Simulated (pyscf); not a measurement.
9 silicon, germanium or tin steps of one kind (four-centre exchange, closed-shell): barrier in kJ/mol, from the separated reactants or the lowest minimum found. Structures and frequencies: ωB97X-D3(BJ)/def2-SVP in PySCF. Functionals in def2-TZVP; the last column is ωB97M-D3(BJ)/def2-TZVP. Rows were drawn at random from the steps of this kind and element class whose saddle was verified and whose references are stable.

| step | PBE | r²SCAN | B3LYP-D3(BJ) | ωB97M-D3(BJ) |
|---|---|---|---|---|
| `[CH3][SnH3]` + `[SH2]` -> `[CH4]` + `[SH][SnH3]` | 153.5 | 159.4 | 173.9 | 187.4 |
| `[SiH3][S][SiH3]` + `[ClH]` → `[SiH3][Cl]` + `[SiH3][SH]` | 90.2 | 96.1 | 97.6 | 106.6 |
| `[OH][As]([OH])[OH]` + `[SiH4]` → `[OH][As]([OH])[O][SiH3]` + `[H][H]` | … | 132.4 | 143.1 | 146.4 |
| `[Cl][Si]([Cl])([Cl])[SeH]` + `[ClH]` → `[SeH2]` + `[Cl][Si]([Cl])([Cl])[Cl]` | … | 118.8 | 127.5 | 142.1 |
| `[SiH3][O][PH2]` + `[SiH4]` -> `[PH3]` + `[SiH3][O][SiH3]` | 130.0 | 136.0 | 149.2 | 155.8 |
| `[CH]#[C][GeH3]` + `[H][H]` → `[GeH4]` + `[CH]#[CH]` | 286.7 | 301.5 | 310.5 | 315.8 |
| `[O]=[CH][OH]` + `[SiH4]` -> `[O]=[CH][O][SiH3]` + `[H][H]` | 175.0 | 182.0 | 192.2 | 195.4 |
| `[SiH3][SiH2][PH2]` + `[H][H]` → `[SiH3][PH2]` + `[SiH4]` | 239.7 | 253.7 | 276.3 | 272.8 |
| `[CH3][N]([CH3])[SiH3]` + `[NH3]` → `[CH3][N]([CH3])[SiH2][NH2]` + `[H][H]` | 128.9 | 135.8 | 149.7 | 147.5 |

**Question.** Fill in the missing entries.

**Answer.** 
- `[OH][As]([OH])[OH]` + `[SiH4]` → `[OH][As]([OH])[O][SiH3]` + `[H][H]`, PBE: 130.9
- `[Cl][Si]([Cl])([Cl])[SeH]` + `[ClH]` → `[SeH2]` + `[Cl][Si]([Cl])([Cl])[Cl]`, PBE: 109.6

Differences from the last column (kJ/mol): PBE: mean -25.0, median -25.8, mean size 25.0, lower in 9 of 9; r²SCAN: mean -17.1, median -14.3, mean size 17.1, lower in 9 of 9; B3LYP-D3(BJ): mean -5.5, median -5.3, mean size 6.8, lower in 7 of 9. PBE is closest for row 3 (15.5 kJ/mol apart) and farthest for row 1 (33.9 kJ/mol). PBE, r²SCAN and M06-2X carry no added dispersion term. The last column is a level with limits of its own. Each barrier is that of the saddle found. Elements up to Kr have no core potential and no relativistic terms here. Elements past Kr carry the def2 core potentials, without spin-orbit coupling.
